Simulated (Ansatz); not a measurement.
```yaml
crystal:
  periodic: [false, false, false]
  atoms:
    - {symbol: B, position_ang: [-1.057914, 0.459419, -0.534540]}
    - {symbol: O, position_ang: [0.051794, 0.287381, -0.349749]}
    - {symbol: h, position_ang: [0.579138, -0.439017, 0.733511]}
    - {symbol: H, position_ang: [-1.671451, -0.128036, -1.779037]}
    - {symbol: H, position_ang: [-1.126187, 1.811740, -1.173680]}
    - {symbol: H, position_ang: [-1.716520, 0.664343, 0.302682]}
    - {symbol: H, position_ang: [1.035331, 0.169891, -1.217590]}
    - {symbol: H, position_ang: [-0.077368, -1.799422, 0.980555]}
    - {symbol: H, position_ang: [0.537210, 0.262567, 2.038294]}
    - {symbol: H, position_ang: [2.039826, -1.062316, 0.788195]}
basis:
  gaussian: {orbitals: cc-pVTZ}
hamiltonian: {xc: {name: B3LYP5}}
output: {forces: true}
```

```sh
$ ansatz run in.yaml --threads 4 --pin off --events-out ev --progress --plain --max-ram 10444MiB
```

Output, abridged:

```
Error: YAML parse error: error: line 6 column 16: `h` is not an element symbol (H … Og, case-exact)
 --> <input>:6:16
4 |     - {symbol: B, position_ang: [-1.057914, 0.459419, -0.534540]}
5 |     - {symbol: O, position_ang: [0.051794, 0.287381, -0.349749]}
6 |     - {symbol: h, position_ang: [0.579138, -0.439017, 0.733511]}
7 |     - {symbol: H, position_ang: [-1.671451, -0.128036, -1.779037]}
8 |     - {symbol: H, position_ang: [-1.126187, 1.811740, -1.173680]}
```

In this input an element symbol is wrong. The input was rejected before any iteration.
